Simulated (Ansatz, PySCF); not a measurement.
Gas-phase reaction in SMILES: [SiH3][SiH3] -> [SiH3][SiH3] as doublet, charge +1 + e-
Each molecule is optimised on its own at B3LYP-D3(BJ)/def2-TZVP (Ansatz, an electronic-structure program).

Property: adiabatic ionisation energy (0 K, with B3LYP-D3(BJ) harmonic zero-point energies from PySCF), in eV. Correlated levels leave the core frozen unless marked. Open shells are spin-unrestricted. Spin-orbit coupling is left out. Non-relativistic. CBS marks a two-point X^-3 extrapolation of the correlation energy; Hartree-Fock from the larger set. [CCSD(T)-MP2]/basis is that difference in the basis named.

Measured: 9.74 eV (CCCBDB table in ASE); it holds spin-orbit effects, which all levels lack. This is an older compilation, not checked against later work.

```json
[
 {"level": "HF/def2-SVP", "program": "Ansatz", "adiabatic ionisation energy (eV)": "8.70", "error against measurement": "-1.04"},
 {"level": "B97M-V/def2-TZVPD", "program": "Ansatz", "adiabatic ionisation energy (eV)": "9.72", "error against measurement": "-0.02"},
 {"level": "r2SCAN0-D4/def2-TZVPD", "program": "Ansatz + dftd4", "adiabatic ionisation energy (eV)": "9.48", "error against measurement": "-0.26"},
 {"level": "PW6B95-D3(BJ)/def2-TZVPD", "program": "PySCF + dftd3", "adiabatic ionisation energy (eV)": "9.54", "error against measurement": "-0.20"},
 {"level": "B2PLYP-D3(BJ)/def2-TZVPD", "program": "Ansatz + dftd3", "adiabatic ionisation energy (eV)": "9.44", "error against measurement": "-0.30"},
 {"level": "MP2/def2-SVP", "program": "Ansatz", "adiabatic ionisation energy (eV)": "9.41", "error against measurement": "-0.33"},
 {"level": "RI-MP2/cc-pV(T+d)Z", "program": "Ansatz", "adiabatic ionisation energy (eV)": "9.48", "error against measurement": "-0.26"},
 {"level": "RI-MP2/def2-QZVPPD", "program": "Ansatz", "adiabatic ionisation energy (eV)": "9.54", "error against measurement": "-0.20"},
 {"level": "SCS-MP2/STO-3G", "program": "Ansatz", "adiabatic ionisation energy (eV)": "7.52", "error against measurement": "-2.22"},
 {"level": "CCSD/6-31G*", "program": "Ansatz", "adiabatic ionisation energy (eV)": "9.26", "error against measurement": "-0.48"},
 {"level": "CCSD/def2-SVPD", "program": "Ansatz", "adiabatic ionisation energy (eV)": "9.38", "error against measurement": "-0.36"},
 {"level": "CCSD/cc-pwCVTZ", "program": "Ansatz", "adiabatic ionisation energy (eV)": "9.49", "error against measurement": "-0.25"},
 {"level": "CCSD(T)/STO-3G", "program": "Ansatz", "adiabatic ionisation energy (eV)": "7.50", "error against measurement": "-2.24"},
 {"level": "RI-MP2/CBS(def2-TZVPP,def2-QZVPP)+[CCSD(T)-MP2]/def2-SVP", "program": "Ansatz", "adiabatic ionisation energy (eV)": "9.64", "error against measurement": "-0.10"},
 {"level": "RI-MP2/CBS(def2-TZVPPD,def2-QZVPPD)+[CCSD(T)-MP2]/def2-TZVPPD", "program": "Ansatz", "adiabatic ionisation energy (eV)": "9.67", "error against measurement": "-0.07"}
]
```
